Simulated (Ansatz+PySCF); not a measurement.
singlet C₃H₆: levels of theory in one basis

| atom | x (Å) | y (Å) | z (Å) |
| --- | --- | --- | --- |
| C | 0.7964 | 0.0000 | 0.0000 |
| C | -0.3982 | 0.6897 | 0.0000 |
| C | -0.3982 | -0.6897 | 0.0000 |
| H | 1.3452 | 0.0000 | 0.8431 |
| H | 1.3452 | 0.0000 | -0.8431 |
| H | -0.6726 | 1.1650 | -0.8431 |
| H | -0.6726 | 1.1650 | 0.8431 |
| H | -0.6726 | -1.1650 | 0.8431 |
| H | -0.6726 | -1.1650 | -0.8431 |

Basis set: def2-SVP (spherical functions). Correlated methods keep 3 orbitals frozen. Charge 0, multiplicity 1.

Computed with Ansatz (development build ahead of 0.2.0); each method stands on the lowest determinant of its kind that the runs found.

```json
{"method": "RHF", "E − E(RHF) (eV)": "0.00", "<S²> of the determinant": "0.00"}
{"method": "RHF-CCSD", "E − E(RHF) (eV)": "-12.30", "<S²> of the determinant": "–"}
{"method": "RHF-CCSD(T)", "E − E(RHF) (eV)": "-12.64", "<S²> of the determinant": "–"}
```

(1) What does RHF-MP2 give on the same scale?

(2) Is a single determinant a sound starting point here?

Results:

(1) -11.33 eV.

(2) By this sign, yes. Unrestricted orbitals gain 0.00 eV and <S²> is 0.00 against 0.00 for a pure state.
